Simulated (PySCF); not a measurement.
Structure with atom numbers: `[NH2:1][SiH3:2]`. Hydrogens are named by the atom that carries them.

PySCF 2.14.0 with density-fitted response routines calculation with σ from GIAO-PBE0/pcSseg-1 and GFN2-xTB geometry; a single conformation, no solvent model, no relativistic terms, rapidly exchanging positions averaged.

Referencing at the same level of theory: TMS for $^{1}$H (σref 31.72), $^{29}$Si (σref 349.16); NH3 for $^{15}$N (σref 267.73).

```csv
atoms,nucleus,count,Hirshfeld charge,δ (ppm)
N1,$^{15}$N,1,-0.32,-2.8
H(Si2),$^{1}$H,3,-0.09,4.70
H(N1),$^{1}$H,2,0.12,?
Si2,$^{29}$Si,1,0.35,?
```

Question: Estimate the values marked ?.

Answer: 
- H(N1): -0.27 ppm, hydrogen on a nitrogen bonded to Si; exchangeable; this is the value without hydrogen bonding to other molecules
- Si2: -56.8 ppm, silicon bonded to N, 3 H

OH/NH shifts are gas-phase values; hydrogen bonding in solution moves them, usually downfield. Experimental scales use liquid or dissolved standards, which lie at an offset from isolated NH3 (liquid NH3: subtract about 20 ppm).
